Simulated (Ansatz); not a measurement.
## A saddle search, step by step

BSiH$_{6}$Cl, singlet, r2SCAN-D4/STO-3G (Ansatz 0.2.0). Settings; a guess of the unstable mode was typed too, and convergence needs a confirmed negative curvature besides the force tolerance:

```yaml
hamiltonian: {xc: r2scan, dispersion: d4}
saddle:
  f_tol: 0.02
  max_steps: 40
```

Start:

```xyz
9
angstrom
B -0.9780 -0.2147 0.1373
Si 1.0540 -0.4503 -0.1153
H -1.5257 -0.3835 -0.9347
H -1.4493 -0.5671 1.1807
H -0.4207 1.2546 0.0194
Cl -1.4544 1.9943 0.2256
H 1.1475 -1.8436 -0.1785
H 1.6853 0.0846 -1.3846
H 1.9349 0.0875 0.9455
```

```
step  energy less the last (meV)  largest force component (eV/Å)
   1                       558.2                           4.087
   3                        -8.0                           0.386
   5                        18.6                           0.387
   7                         6.6                           0.202
   9                       -17.3                           0.238
  11                        -4.3                           0.195
  13                        16.0                           0.347
  15                        -1.0                           0.157
  17                        10.0                           0.109
  19                         0.2                           0.107
  21                         3.5                           0.113
  23                         4.0                           0.064
  25                         1.8                           0.028
  27                         1.5                           0.009
  29                         0.9                           0.027
  31                         0.6                           0.074
  33                         0.1                           0.018
  34                         0.0                           0.003
```

Step 3, positions (Å) and forces (eV/Å):

```
atom       x       y       z      Fx      Fy      Fz
  B1  -0.961  -0.244   0.102   0.178  -0.053  -0.087
 Si2   1.044  -0.430  -0.116  -0.169   0.347  -0.015
  H3  -1.580  -0.462  -0.866   0.005   0.025   0.047
  H4  -1.390  -0.551   1.147   0.082   0.114  -0.042
  H5  -0.283   1.309  -0.033   0.286  -0.386   0.029
 Cl6  -1.469   2.037   0.205  -0.149   0.031   0.026
  H7   1.200  -1.866  -0.209  -0.081  -0.083  -0.005
  H8   1.582   0.145  -1.335  -0.044  -0.018   0.119
  H9   1.849   0.025   1.001  -0.110   0.023  -0.072
```

Step 17, positions (Å) and forces (eV/Å):

```json
{"atom": "B1", "x": "-0.955", "y": "-0.286", "z": "0.202", "Fx": "-0.001", "Fy": "0.047", "Fz": "0.040"}
{"atom": "Si2", "x": "1.019", "y": "-0.444", "z": "-0.098", "Fx": "-0.066", "Fy": "0.003", "Fz": "0.008"}
{"atom": "H3", "x": "-1.659", "y": "-0.621", "z": "-0.665", "Fx": "-0.003", "Fy": "-0.006", "Fz": "-0.044"}
{"atom": "H4", "x": "-1.313", "y": "-0.398", "z": "1.310", "Fx": "0.007", "Fy": "0.020", "Fz": "-0.047"}
{"atom": "H5", "x": "-0.243", "y": "1.341", "z": "-0.288", "Fx": "-0.024", "Fy": "-0.044", "Fz": "0.050"}
{"atom": "Cl6", "x": "-1.443", "y": "2.009", "z": "-0.021", "Fx": "0.109", "Fy": "-0.086", "Fz": "-0.013"}
{"atom": "H7", "x": "1.203", "y": "-1.804", "z": "-0.564", "Fx": "0.006", "Fy": "0.036", "Fz": "0.002"}
{"atom": "H8", "x": "1.609", "y": "0.427", "z": "-1.098", "Fx": "-0.063", "Fy": "0.009", "Fz": "-0.029"}
{"atom": "H9", "x": "1.776", "y": "-0.262", "z": "1.117", "Fx": "0.036", "Fy": "0.020", "Fz": "0.035"}
```

Step 21, positions (Å) and forces (eV/Å):

| atom | x | y | z | Fx | Fy | Fz |
| --- | --- | --- | --- | --- | --- | --- |
| B1 | -0.986 | -0.270 | 0.188 | -0.007 | -0.064 | -0.046 |
| Si2 | 0.997 | -0.432 | -0.100 | 0.090 | -0.030 | 0.015 |
| H3 | -1.645 | -0.589 | -0.719 | 0.000 | 0.023 | -0.069 |
| H4 | -1.390 | -0.450 | 1.270 | 0.113 | 0.058 | 0.033 |
| H5 | -0.156 | 1.281 | -0.183 | -0.078 | -0.063 | 0.032 |
| Cl6 | -1.361 | 1.982 | 0.036 | -0.057 | 0.060 | 0.013 |
| H7 | 1.231 | -1.812 | -0.478 | -0.082 | 0.027 | 0.012 |
| H8 | 1.512 | 0.384 | -1.187 | 0.033 | -0.019 | 0.005 |
| H9 | 1.792 | -0.132 | 1.068 | -0.011 | 0.007 | 0.004 |

Last step (34):

```
atom    x (Å)    y (Å)    z (Å)
  B1  -0.9707  -0.3128   0.1501
 Si2   1.0015  -0.4451  -0.1152
  H3  -1.6468  -0.5532  -0.7721
  H4  -1.3764  -0.5062   1.2288
  H5  -0.1666   1.3957  -0.1265
 Cl6  -1.3848   2.0084   0.1237
  H7   1.2347  -1.8531  -0.3671
  H8   1.5161   0.2813  -1.2598
  H9   1.7865  -0.0531   1.0336
```

Hardware: 2 CPU threads of an Arm Neoverse V2, shared host. Wall time about 110 s.
